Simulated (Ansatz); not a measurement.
# Multireference treatment of C₂H₄P, doublet

Calculated in Ansatz's Gaussian-basis code. Basis cc-pVTZ on C/H, cc-pV(T+d)Z on P, nonrelativistic, 7 orbitals frozen in the corrections. State-specific CASSCF; RHF is the lowest restricted (open-shell) Hartree–Fock solution met. No symmetry is imposed, so a solution can break that of the shape. The lowest solution met needn't be the lowest there is, nor hold the orbitals that a chemist would pick.

Geometry:

```xyz
7

C     0.0000   -1.4905   -0.7776
C     0.0000   -0.1334   -0.7345
P     0.0000    0.9084    0.7125
H     0.0000   -2.0921    0.1283
H     0.0000   -2.0307   -1.7217
H     0.0000    0.4035   -1.6843
H     0.0000   -0.1637    1.6623
```

(1) What do CASSCF and its corrections give against RHF in CAS(3,3), and what are the occupations?

(2) How do single-reference totals in the same basis and frozen core stand against SC-NEVPT2 in CAS(3,3)?

(3) Roughly how much CPU time does a whole run from the default start take (median of such runs, summed over threads; nearly all runs on one pinned thread of a shared server, mostly Xeon at 2.3 to 2.6 GHz, by a development driver)?

Results:

(1) CASSCF -0.814 eV, SC-NEVPT2 -12.720 eV; occupations 1.91, 1.00, 0.09.

(2) CCSD(T) -1.561 eV. Coupled cluster stands on the determinant that it favours, which can lie over the RHF solution above, and is in doubt where the occupations are far from 0, 1 and 2.

(3) CAS(3,3): about 59 s. Other jobs ran beside these, and the count of passes differs.
